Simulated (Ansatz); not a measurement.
C$_{3}$H$_{7}$O (`CC(C)[O]`) radical. Charge 0, multiplicity 2. Geometry: relaxed with PBE0-D4/def2-TZVP.

```xyz
11

C     0.869    0.622   -0.742
C    -0.216    0.437    0.313
C    -0.664   -1.011    0.478
O    -1.259    1.298    0.156
H     1.169    1.669   -0.800
H     1.746    0.013   -0.512
H     0.491    0.316   -1.720
H     0.201    0.775    1.289
H    -1.096   -1.375   -0.458
H    -1.420   -1.089    1.260
H     0.180   -1.655    0.735
```

**Question.** What is the dipole moment at r2SCAN/def2-TZVPP? (An estimate is asked.)

**Answer.** The calculation gave: 2.08 D, with components (1.61, -1.29, 0.30) D in this frame, pointing from negative to positive charge.

**Question.** And with PBE, B3LYP, ωB97M-V? (Estimate.)

**Answer.** Computed: PBE 2.16 D, B3LYP 2.11 D, ωB97M-V 2.06 D.

**Question.** Give the Mulliken charges with r2SCAN, PBE, ωB97M-V in def2-TZVPP. (Best estimate.)

**Answer.** The calculation gave: 
```json
{"atom": "C1", "r2SCAN": "-0.14", "PBE": "-0.23", "ωB97M-V": "-0.29"}
{"atom": "C2", "r2SCAN": "0.24", "PBE": "0.14", "ωB97M-V": "0.10"}
{"atom": "C3", "r2SCAN": "-0.14", "PBE": "-0.23", "ωB97M-V": "-0.29"}
{"atom": "O4", "r2SCAN": "-0.28", "PBE": "-0.24", "ωB97M-V": "-0.24"}
{"atom": "H5", "r2SCAN": "0.05", "PBE": "0.09", "ωB97M-V": "0.11"}
{"atom": "H6", "r2SCAN": "0.04", "PBE": "0.07", "ωB97M-V": "0.09"}
{"atom": "H7", "r2SCAN": "0.05", "PBE": "0.08", "ωB97M-V": "0.10"}
{"atom": "H8", "r2SCAN": "0.03", "PBE": "0.08", "ωB97M-V": "0.10"}
{"atom": "H9", "r2SCAN": "0.05", "PBE": "0.08", "ωB97M-V": "0.10"}
{"atom": "H10", "r2SCAN": "0.05", "PBE": "0.09", "ωB97M-V": "0.11"}
{"atom": "H11", "r2SCAN": "0.04", "PBE": "0.07", "ωB97M-V": "0.09"}
```

B3LYP here is the variant with VWN-RPA as its local correlation; programs differ in this.
